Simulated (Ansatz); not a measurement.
A CCSD(T) single point on C₃H₅Cl, SMILES `C/C=C/Cl`.

```yaml
crystal:
  periodic: [false, false, false]
  atoms:
    - {symbol: C, position_ang: [0.174307, 1.081582, -0.482044]}
    - {symbol: C, position_ang: [0.079588, -0.394830, -0.311091]}
    - {symbol: C, position_ang: [-0.271648, -0.974000, 0.824984]}
    - {symbol: Cl, position_ang: [-0.382490, -2.682047, 1.023468]}
    - {symbol: H, position_ang: [-0.499607, 1.426657, -1.272036]}
    - {symbol: H, position_ang: [-0.079542, 1.610792, 0.438044]}
    - {symbol: H, position_ang: [1.185942, 1.375677, -0.777716]}
    - {symbol: H, position_ang: [0.312200, -1.020372, -1.168275]}
    - {symbol: H, position_ang: [-0.518751, -0.423449, 1.724656]}
basis:
  gaussian: {orbitals: def2-TZVPP}
correlation: {method: ccsd_t}
output: {orbitals: {seedname: orbitals}}
```

```sh
$ ansatz run in.yaml --threads 4 --pin off --events-out ev --progress --plain --max-ram 10444MiB
```

Output of Ansatz, abridged:

```
Functional definition: HF
1204 factors; integrals over basis functions are off by at most 1.2e-3 eV
mean field evaluation 1: about -15672.3868 eV, gradient 2.9e1 eV
mean field evaluation 2: about -15672.6045 eV, gradient 2.9e1 eV
mean field evaluation 4: about -15675.0385 eV, gradient 3.8e0 eV
mean field evaluation 8: about -15675.0937 eV, gradient 3.0e-1 eV
mean field -15675.09439600 eV, -576.0490940924 hartree, gradient 6.2e-6 eV, S^2 0.000000; 0 other end points of the search recorded, 0 dependent functions left out
8 core orbitals not correlated: weight in the atoms' cores, before any rotation towards them, 1.000 or more for the frozen orbitals, at most 0.000 for the correlated occupied ones
reference -15675.09439600 eV, -576.0490940924 hartree; 12, 12 occupied and 185, 185 virtual orbitals, 1204 factors
second order -18.75379068 eV of doubles, -0.00000000 eV of singles
cycle   1  -19.35774128 eV  change   -6.0e-1 eV  update   8.8e-2
cycle   2  -19.82694147 eV  change   -4.7e-1 eV  update   2.7e-2
cycle   3  -19.91807993 eV  change   -9.1e-2 eV  update   1.2e-2
cycle   4  -19.91386133 eV  change    4.2e-3 eV  update   3.3e-3
cycle   5  -19.91442595 eV  change   -5.6e-4 eV  update   1.4e-3
cycle   6  -19.91458555 eV  change   -1.6e-4 eV  update   3.4e-4
cycle   7  -19.91451845 eV  change    6.7e-5 eV  update   1.5e-4
cycle   8  -19.91452221 eV  change   -3.8e-6 eV  update   5.2e-5
cycle   9  -19.91452042 eV  change    1.8e-6 eV  update   2.2e-5
perturbative correction -0.88175847 eV, -0.0324040261 hartree
Total energy: -15695.89067489 eV, -576.8133432453 hartree
```

Hardware: 4 threads of an Intel Xeon Platinum 8488C on a shared host. Wall time 35 s, peak host memory 2.7 GiB.

The correlation energy is -20.796 eV, 4.2 % of it from (T); the T1 diagnostic reads 0.0101.
